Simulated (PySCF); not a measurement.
Compound: 1-chloro-1-propene(E), C3H5Cl.
Atom-mapped SMILES: `[CH3:1]/[CH:2]=[CH:3]/[Cl:4]`

Level of theory: delta-SCF UKS SCAN, pcX-2 on the ionised atom, pcseg-1 elsewhere, spin-free X2C in PySCF. Binding energies are ΔSCF values: E(core-ionised, relaxed orbitals) − E(ground state) at a fixed geometry, referred to the vacuum level.

Some binding energies are withheld.

```tsv
atom(s)	bonded to	level	binding energy (eV)
C1	C and 3 H	C 1s	291.21
C2	C (double bond), C and H	C 1s	?
C3	Cl, C (double bond) and H	C 1s	?
Cl4	C	Cl 1s	2828.81
Cl4	C	Cl 2p3/2	206.18
```

Question: Fill in C 1s for C3.

Answer: 291.77 eV (vinylic C–Cl carbon). The other listed C 1s value is that of C1; the shift against it is +0.56 eV.

Question: What is the C 1s binding energy of C2?

Answer: 290.76 eV (alkene CH carbon). The other listed C 1s value is that of C1; the shift against it is -0.45 eV.

Lowest listed C 1s: C2, bonded to C (double bond), C and H. Highest, 1.01 eV above it: C3, bonded to Cl, C (double bond) and H. The widest gap between neighbouring values is 0.56 eV, between 291.21 and 291.77 eV.

Question: Which photon energy gives electrons from C 1s of C3 a kinetic energy of 150 eV, and what is their de Broglie wavelength?

Answer: hν = 291.77 + 150 = 441.77 eV, recoil neglected; λ = 12.264 Å/√(E/eV) = 1.00 Å.

The 2p values add to the ΔSCF energy of one spin-free hole a correction within the shell (spin–orbit coupling, ligand field). 2p1/2 minus 2p3/2 (ligand field included): Cl 1.65 eV. Geometry: PBE0-D3(BJ)/def2-SVP; no solvent, vibrations or thermal averaging.
